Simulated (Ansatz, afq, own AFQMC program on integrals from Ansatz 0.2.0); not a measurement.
# SiH₄⁻, doublet: AFQMC among the cluster methods

```tsv
atom	x (Å)	y (Å)	z (Å)
Si	-0.0025	0.0025	0.0025
H	0.8622	0.8706	0.8719
H	-0.8725	-0.8644	0.8678
H	-0.8673	0.8692	-0.8682
H	0.9468	-0.9444	-0.9403
```

Basis 6-31++G**. Only valence electrons are correlated. Ansatz 0.2.0 and our own AFQMC program on the same integrals; the CISD trial comes from CCSD amplitudes, and released means the phaseless constraint is let go. ± is one standard error of the sampling.

Determinant: UHF, the one that the program's search chose, which needn't be the lowest solution. The geometry is a point of a scan.

No full CI on the walks' own integrals is used here; CCSDT(Q) serves as the reference and is uncertain by about the last step of the cluster series.

- T1 diagnostic: 0.0157
- weight of the determinant in the CISD state: 0.916
- ⟨S²⟩ of the determinant: 0.751
- size of the correlated space: 9 electrons in 42 orbitals

```tsv
level	correlation energy (eV)
MP2	-3.1620
CCSD	-3.9238
CCSD(T)	-4.0100
```

**Question.** Estimate where phaseless AFQMC with a CISD trial lies against CCSD(T) on the same integrals.

**Answer.** 0.43 ± 0.09 kcal/mol below CCSD(T).

Reference: CCSDT(Q), correlation energy -4.032 eV. The released energy is read at 1.62 1/Eh, later times being too noisy (meV from the phaseless value at times in 1/Eh: 3 ± 6 at 0.24, 6 ± 5 at 0.51, 3 ± 6 at 0.99, 3 ± 6 at 1.62, -2 ± 8 at 2.40).

```
         level  E − E(reference) (kcal/mol)  share of correlation (%)
       CCSD(T)                         0.51                     99.45
         CCSDT                         0.04                     99.96
 ph-AFQMC/CISD                  0.08 ± 0.09                     99.91
released AFQMC                  0.14 ± 0.14                     99.85
```

A walk keeps the symmetry of its determinant, which the program's search chose and which needn't be the lowest solution, so a lower state of the same spin and another symmetry isn't excluded. Released energies are given only where the last usable release times agree within the noise; a slower fall can still hide under it.
